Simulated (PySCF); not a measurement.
Symmetry of computed structures. Method: PySCF 2.14.0, PBE0-D3(BJ)/def2-SVP geometry optimisation, gas phase. The symmetry is that of the one conformer found, every atom within 0.08 Å of its image; none is proved a minimum here.

Task: `[CH2:1]=[CH:2][CH2:3][OH:4]` with C1–C2–C3–O4 126°, C2–C3–O4–H -57°: symmetry, top, dipole?

Result: C1; near-prolate asymmetric top; symmetry number 1; this conformer is chiral (no improper operation); dipole 1.46 D.

Task: What symmetry has boron monofluoride (`[B]F`) [singlet]?

Result: C∞v; linear; symmetry number 1; dipole 1.20 D, along the axis.

Task: `[CH2:1]=[C:2]1[CH2:3][CH2:4][C@@:5]1([CH3:6])[O:7][CH3:8]` with C4–C5–O7–C8 162°, C1–C2–C3–C4 -155°, C2–C3–C4–C5 -16°, C3–C4–C5–C6 137°, C1–C2–C5–C4 155°: symmetry, top, dipole?

Result: C1; asymmetric top; symmetry number 1; this conformer is chiral (no improper operation); dipole 0.88 D; A, B, C = 2549, 1902, 1699 MHz.

Task: Point group, rotor type and polarity of `[Cl][Ca]` (calcium monochloride) [radical]?

Result: C∞v; linear; symmetry number 1; dipole 4.17 D, along the axis.

Task: What symmetry has B(H2O)H3 (`[H]B([H])([H])<-O`)?

Result: Cs; near-prolate asymmetric top; symmetry number 1; 2 operations, which sort the 7 atoms into 5 sets; dipole 4.75 D, in the ac plane, which is the mirror.

Task: `[O]F` (oxygen monofluoride) [radical]: symmetry, top, dipole?

Result: C∞v; linear; symmetry number 1; dipole 0.06 D.

Task: Point group, rotor type and polarity of `[C:1]1=[CH:2][CH2:3][CH:4]=[CH:5][CH2:6]1` (doublet state)?

Result: Cs; asymmetric top; symmetry number 1; 2 operations, which sort the 13 atoms into 11 sets; dipole 0.94 D, in the ab plane, which is the mirror; A, B, C = 5635, 4859, 2696 MHz; heavy atoms equivalent by symmetry: none.
